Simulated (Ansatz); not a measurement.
Ansatz (an electronic-structure program) input (B3LYP-D3(BJ)/def2-TZVP):

Ansatz 0.2 input:
```yaml
crystal:
  periodic: [false, false, false]
  atoms:
    - {symbol: O, position_ang: [-0.30458721, 0.19762960, 1.31889288]}
    - {symbol: C, position_ang: [-0.03243289, 0.06952811, 0.12404499]}
    - {symbol: C, position_ang: [0.06384060, 1.22182198, -0.72543176]}
    - {symbol: C, position_ang: [0.20799554, -1.29522990, -0.48804874]}
    - {symbol: H, position_ang: [0.10765842, -2.06113252, 0.27710537]}
    - {symbol: H, position_ang: [-0.10669852, 2.19920992, -0.29602167]}
    - {symbol: H, position_ang: [0.30111069, 1.13922735, -1.77801202]}
    - {symbol: H, position_ang: [1.20692602, -1.34813023, -0.92741048]}
    - {symbol: H, position_ang: [-0.50871857, -1.48693247, -1.29019125]}
basis:
  gaussian:
    orbitals: def2-TZVP
hamiltonian:
  xc: b3lyp
  dispersion: d3bj
magnetization: {spin_polarized: true, initial_magnetization: 1}
phonons: {temperatures: {t_min: 298.15, t_max: 298.15, t_step: 100}}
```

Output:

```
Functional definition: B3LYP
integrals: 0.05 GiB planned
911 factors; their error is unknown
mean field: 0.73 GiB planned
mean field evaluation 1: about -5232.4734 eV, gradient 4.3e1 eV
mean field evaluation 2: about -5226.7636 eV, gradient 5.7e1 eV
mean field evaluation 4: about -5240.2553 eV, gradient 2.9e0 eV
mean field evaluation 8: about -5240.2907 eV, gradient 1.2e-1 eV
mean field evaluation 16: about -5240.2807 eV, gradient 6.3e-4 eV
mean field -5240.28070677 eV, -192.5767639838 hartree, gradient 3.6e-5 eV, S^2 0.764614; 2 other end points of the search recorded, 0 dependent functions left out
the calculation of the forces begins
reference -5240.28094239 eV, -192.5767726429 hartree; 16, 15 occupied and 138, 139 virtual orbitals, 911 factors
these checks for a lower state are left out or cut short: stability, starts, cluster_reference, orbital_swaps, neighbouring_geometries, increment
integrals: 0.05 GiB planned
911 factors; their error is unknown
mean field: 0.73 GiB planned
mean field evaluation 32: about -5240.2807 eV, gradient 2.2e-6 eV
mean field -5240.28068244 eV, -192.5767630897 hartree, gradient 2.4e-6 eV, S^2 0.764558; 0 other end points of the search recorded, 0 dependent functions left out
the calculation of the forces begins
reference -5240.28091808 eV, -192.5767717493 hartree; 16, 15 occupied and 138, 139 virtual orbitals, 911 factors
these checks for a lower state are left out or cut short: stability, starts, cluster_reference, orbital_swaps, neighbouring_geometries, increment
integrals: 0.05 GiB planned
911 factors; their error is unknown
mean field: 0.73 GiB planned
mean field -5240.28069890 eV, -192.5767636948 hartree, gradient 2.4e-6 eV, S^2 0.764671; 0 other end points of the search recorded, 0 dependent functions left out
the calculation of the forces begins
reference -5240.28093451 eV, -192.5767723533 hartree; 16, 15 occupied and 138, 139 virtual orbitals, 911 factors
these checks for a lower state are left out or cut short: stability, starts, cluster_reference, orbital_swaps, neighbouring_geometries, increment
integrals: 0.05 GiB planned
911 factors; their error is unknown
mean field: 0.73 GiB planned
mean field -5240.28068523 eV, -192.5767631923 hartree, gradient 2.8e-6 eV, S^2 0.764644; 0 other end points of the search recorded, 0 dependent functions left out
the calculation of the forces begins
reference -5240.28092083 eV, -192.5767718504 hartree; 16, 15 occupied and 138, 139 virtual orbitals, 911 factors
these checks for a lower state are left out or cut short: stability, starts, cluster_reference, orbital_swaps, neighbouring_geometries, increment
integrals: 0.05 GiB planned
911 factors; their error is unknown
mean field: 0.73 GiB planned
mean field -5240.28066887 eV, -192.5767625910 hartree, gradient 2.8e-6 eV, S^2 0.764585; 0 other end points of the search recorded, 0 dependent functions left out
the calculation of the forces begins
reference -5240.28090452 eV, -192.5767712510 hartree; 16, 15 occupied and 138, 139 virtual orbitals, 911 factors
these checks for a lower state are left out or cut short: stability, starts, cluster_reference, orbital_swaps, neighbouring_geometries, increment
integrals: 0.05 GiB planned
911 factors; their error is unknown
mean field: 0.73 GiB planned
mean field -5240.28054983 eV, -192.5767582164 hartree, gradient 2.8e-6 eV, S^2 0.764864; 0 other end points of the search recorded, 0 dependent functions left out
the calculation of the forces begins
reference -5240.28078540 eV, -192.5767668734 hartree; 16, 15 occupied and 138, 139 virtual orbitals, 911 factors
these checks for a lower state are left out or cut short: stability, starts, cluster_reference, orbital_swaps, neighbouring_geometries, increment
integrals: 0.05 GiB planned
[...]
these checks for a lower state are left out or cut short: stability, starts, cluster_reference, orbital_swaps, neighbouring_geometries, increment
integrals: 0.05 GiB planned
911 factors; their error is unknown
mean field: 0.73 GiB planned
mean field -5240.28058489 eV, -192.5767595051 hartree, gradient 2.9e-6 eV, S^2 0.764610; 0 other end points of the search recorded, 0 dependent functions left out
the calculation of the forces begins
reference -5240.28082047 eV, -192.5767681624 hartree; 16, 15 occupied and 138, 139 virtual orbitals, 911 factors
these checks for a lower state are left out or cut short: stability, starts, cluster_reference, orbital_swaps, neighbouring_geometries, increment
integrals: 0.05 GiB planned
911 factors; their error is unknown
mean field: 0.73 GiB planned
mean field evaluation 320: about -5240.2806 eV, gradient 2.9e-6 eV
mean field -5240.28062114 eV, -192.5767608373 hartree, gradient 2.9e-6 eV, S^2 0.764618; 0 other end points of the search recorded, 0 dependent functions left out
the calculation of the forces begins
reference -5240.28085682 eV, -192.5767694981 hartree; 16, 15 occupied and 138, 139 virtual orbitals, 911 factors
these checks for a lower state are left out or cut short: stability, starts, cluster_reference, orbital_swaps, neighbouring_geometries, increment
integrals: 0.05 GiB planned
911 factors; their error is unknown
mean field: 0.73 GiB planned
mean field -5240.28063462 eV, -192.5767613326 hartree, gradient 2.7e-6 eV, S^2 0.764613; 0 other end points of the search recorded, 0 dependent functions left out
the calculation of the forces begins
reference -5240.28087029 eV, -192.5767699931 hartree; 16, 15 occupied and 138, 139 virtual orbitals, 911 factors
these checks for a lower state are left out or cut short: stability, starts, cluster_reference, orbital_swaps, neighbouring_geometries, increment
integrals: 0.05 GiB planned
911 factors; their error is unknown
mean field: 0.73 GiB planned
mean field -5240.28060449 eV, -192.5767602252 hartree, gradient 2.7e-6 eV, S^2 0.764615; 0 other end points of the search recorded, 0 dependent functions left out
the calculation of the forces begins
reference -5240.28084008 eV, -192.5767688828 hartree; 16, 15 occupied and 138, 139 virtual orbitals, 911 factors
these checks for a lower state are left out or cut short: stability, starts, cluster_reference, orbital_swaps, neighbouring_geometries, increment
integrals: 0.05 GiB planned
911 factors; their error is unknown
mean field: 0.73 GiB planned
mean field -5240.28066799 eV, -192.5767625588 hartree, gradient 3.0e-6 eV, S^2 0.764610; 0 other end points of the search recorded, 0 dependent functions left out
the calculation of the forces begins
reference -5240.28090360 eV, -192.5767712174 hartree; 16, 15 occupied and 138, 139 virtual orbitals, 911 factors
these checks for a lower state are left out or cut short: stability, starts, cluster_reference, orbital_swaps, neighbouring_geometries, increment
integrals: 0.05 GiB planned
911 factors; their error is unknown
mean field: 0.73 GiB planned
mean field -5240.28071658 eV, -192.5767643446 hartree, gradient 2.9e-6 eV, S^2 0.764618; 0 other end points of the search recorded, 0 dependent functions left out
the calculation of the forces begins
reference -5240.28095222 eV, -192.5767730041 hartree; 16, 15 occupied and 138, 139 virtual orbitals, 911 factors
these checks for a lower state are left out or cut short: stability, starts, cluster_reference, orbital_swaps, neighbouring_geometries, increment
integrals: 0.05 GiB planned
911 factors; their error is unknown
mean field: 0.73 GiB planned
mean field evaluation 352: about -5240.2807 eV, gradient 2.6e-4 eV
mean field -5240.28067202 eV, -192.5767627067 hartree, gradient 2.8e-6 eV, S^2 0.764617; 0 other end points of the search recorded, 0 dependent functions left out
the calculation of the forces begins
reference -5240.28090761 eV, -192.5767713645 hartree; 16, 15 occupied and 138, 139 virtual orbitals, 911 factors
these checks for a lower state are left out or cut short: stability, starts, cluster_reference, orbital_swaps, neighbouring_geometries, increment
integrals: 0.05 GiB planned
911 factors; their error is unknown
mean field: 0.73 GiB planned
mean field -5240.28068676 eV, -192.5767632484 hartree, gradient 2.7e-6 eV, S^2 0.764611; 0 other end points of the search recorded, 0 dependent functions left out
the calculation of the forces begins
reference -5240.28092242 eV, -192.5767719088 hartree; 16, 15 occupied and 138, 139 virtual orbitals, 911 factors
these checks for a lower state are left out or cut short: stability, starts, cluster_reference, orbital_swaps, neighbouring_geometries, increment
integrals: 0.05 GiB planned
911 factors; their error is unknown
mean field: 0.73 GiB planned
mean field -5240.28064877 eV, -192.5767618524 hartree, gradient 2.9e-6 eV, S^2 0.764614; 0 other end points of the search recorded, 0 dependent functions left out
the calculation of the forces begins
reference -5240.28088437 eV, -192.5767705107 hartree; 16, 15 occupied and 138, 139 virtual orbitals, 911 factors
these checks for a lower state are left out or cut short: stability, starts, cluster_reference, orbital_swaps, neighbouring_geometries, increment
integrals: 0.05 GiB planned
911 factors; their error is unknown
mean field: 0.73 GiB planned
mean field -5240.28066183 eV, -192.5767623325 hartree, gradient 2.8e-6 eV, S^2 0.764614; 0 other end points of the search recorded, 0 dependent functions left out
the calculation of the forces begins
reference -5240.28089748 eV, -192.5767709924 hartree; 16, 15 occupied and 138, 139 virtual orbitals, 911 factors
these checks for a lower state are left out or cut short: stability, starts, cluster_reference, orbital_swaps, neighbouring_geometries, increment
integrals: 0.05 GiB planned
911 factors; their error is unknown
mean field: 0.73 GiB planned
mean field -5240.28066779 eV, -192.5767625514 hartree, gradient 2.9e-6 eV, S^2 0.764610; 0 other end points of the search recorded, 0 dependent functions left out
the calculation of the forces begins
reference -5240.28090339 eV, -192.5767712098 hartree; 16, 15 occupied and 138, 139 virtual orbitals, 911 factors
these checks for a lower state are left out or cut short: stability, starts, cluster_reference, orbital_swaps, neighbouring_geometries, increment
integrals: 0.05 GiB planned
911 factors; their error is unknown
mean field: 0.73 GiB planned
mean field evaluation 384: about -5240.2958 eV, gradient 3.3e-1 eV
mean field -5240.28071208 eV, -192.5767641792 hartree, gradient 3.0e-6 eV, S^2 0.764618; 0 other end points of the search recorded, 0 dependent functions left out
the calculation of the forces begins
reference -5240.28094772 eV, -192.5767728389 hartree; 16, 15 occupied and 138, 139 virtual orbitals, 911 factors
these checks for a lower state are left out or cut short: stability, starts, cluster_reference, orbital_swaps, neighbouring_geometries, increment
integrals: 0.05 GiB planned
911 factors; their error is unknown
mean field: 0.73 GiB planned
mean field -5240.28063449 eV, -192.5767613278 hartree, gradient 2.7e-6 eV, S^2 0.764617; 0 other end points of the search recorded, 0 dependent functions left out
the calculation of the forces begins
reference -5240.28087007 eV, -192.5767699851 hartree; 16, 15 occupied and 138, 139 virtual orbitals, 911 factors
these checks for a lower state are left out or cut short: stability, starts, cluster_reference, orbital_swaps, neighbouring_geometries, increment
integrals: 0.05 GiB planned
911 factors; their error is unknown
mean field: 0.73 GiB planned
mean field -5240.28065765 eV, -192.5767621790 hartree, gradient 2.7e-6 eV, S^2 0.764611; 0 other end points of the search recorded, 0 dependent functions left out
the calculation of the forces begins
reference -5240.28089333 eV, -192.5767708399 hartree; 16, 15 occupied and 138, 139 virtual orbitals, 911 factors
Total energy: -5240.52655808 eV, -192.5857988529 hartree
Atom 0 at    -0.304587     0.197630     1.318893 Å, force     0.000306    -0.000496    -0.000062 eV/Å
Atom 1 at    -0.032433     0.069528     0.124045 Å, force    -0.000899     0.000821    -0.000549 eV/Å
Atom 2 at     0.063841     1.221822    -0.725432 Å, force     0.000217     0.000678    -0.000158 eV/Å
Atom 3 at     0.207996    -1.295230    -0.488049 Å, force     0.000274    -0.000577    -0.000333 eV/Å
Atom 4 at     0.107658    -2.061133     0.277105 Å, force     0.000194     0.000058     0.000445 eV/Å
Atom 5 at    -0.106699     2.199210    -0.296022 Å, force    -0.000206    -0.000418     0.000100 eV/Å
Atom 6 at     0.301111     1.139227    -1.778012 Å, force    -0.000049    -0.000479     0.000314 eV/Å
Atom 7 at     1.206926    -1.348130    -0.927410 Å, force     0.000573    -0.000529     0.000137 eV/Å
Atom 8 at    -0.508719    -1.486932    -1.290191 Å, force    -0.000410     0.000941     0.000106 eV/Å
Dipole moment:     0.137832    -0.012924    -0.625144 e Å
Vibrations: 48.03 359.39 388.47 506.68 528.00 760.18 821.21 929.17 1028.24 1069.08 1271.23 1393.17 1459.09 1476.07 1477.42 1587.18 3035.89 3089.18 3144.49 3147.55 3259.90 cm⁻¹, zero-point energy 1.908093 eV
```

It need not be the lowest isomer of its formula.
